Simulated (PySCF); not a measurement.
Species: 2-thiophenethiol, C4H4S2.
Bonds: S1–C2, C2–C3 (aromatic), C3–C4 (aromatic), C4–C5 (aromatic), C5–S6 (aromatic), C2–S6 (aromatic). Hydrogens: H7 on S1; H8 on C3; H9 on C4; H10 on C5.

The closed-shell SCF was solved with PySCF and density fitting under several settings on one GFN2-xTB geometry (grid level 2 and gas phase unless stated).

```
                                                                                   settings  basis functions  SCF cycles     E (Eh)  HOMO (eV)  LUMO (eV)  dipole (D)
                                                                              PBE0/pcSseg-1              136          14  -950.6765      -6.18      -0.52        0.80
                                                                          wB97X-D/def2-SVPD              166          14  -950.7846      -7.97       1.05        0.88
                                                      PBE0/6-31G, energy threshold 1e-06 Eh               70           7  -950.5828      -6.08      -0.20        1.14
                                                                             wB97X/def2-SVP              112          14  -950.7840      -8.26       1.74        0.83
PBE0/6-31++G**, IEF-PCM acetonitrile, damping 0.3 at the start, DIIS from the seventh cycle              140          13  -950.7106      -6.13      -0.54        1.14
                                              PBE0/6-311+G(2d,p), energy threshold 1e-06 Eh              202           8  -950.7980      -6.13      -0.61        0.78
```

Question: Estimate the rows for these settings: (1) PBE0/aug-cc-pVDZ; (2) CAM-B3LYP/pcSseg-1, start guess atom, damping 0.2 at the start, DIIS from the seventh cycle; (3) PBE0/6-311G**, start guess vsap.

Answer: 
| settings | basis functions | SCF cycles | E (Eh) | HOMO (eV) | LUMO (eV) | dipole (D) |
| --- | --- | --- | --- | --- | --- | --- |
| PBE0/aug-cc-pVDZ | 182 | 14 | -950.7603 | -6.16 | -0.60 | 0.78 |
| CAM-B3LYP/pcSseg-1, start guess atom, damping 0.2 at the start, DIIS from the seventh cycle | 136 | 15 | -951.0705 | -7.37 | 0.59 | 0.84 |
| PBE0/6-311G**, start guess vsap | 148 | 15 | -950.7812 | -6.12 | -0.44 | 0.87 |

Question: Over all rows, what range does the HOMO–LUMO gap span?

Answer: From 5.52 eV (PBE0/6-311+G(2d,p), energy threshold 1e-06 Eh) to 10.00 eV (wB97X/def2-SVP). The functional of the narrowest has 25 % exact exchange, that of the widest range-separated exact exchange.

Question: And the dipole moment?

Answer: From 0.78 D to 1.14 D; the largest is 1.46 times the smallest, and the median is 0.84 D.

Question: Compare two rows with the functional PBE0: PBE0/6-31G, energy threshold 1e-06 Eh and PBE0/pcSseg-1. Which energy is lower, and by how much?

Answer: PBE0/pcSseg-1 (136 functions) lies 0.0937 Eh or 59 kcal/mol below PBE0/6-31G, energy threshold 1e-06 Eh (70 functions).

wB97X-D ran without the empirical dispersion term, which would shift the total energy alone. Cycle counts include a coarse-grid stage where the run had one. All basis functions are spherical, in the Pople sets too. The structure is a single GFN2-xTB conformer; no vibrational corrections.

Conformer computed: `[SH:1][c:2]1[cH:3][cH:4][cH:5][s:6]1`: H–S1–C2–C3 -179°.
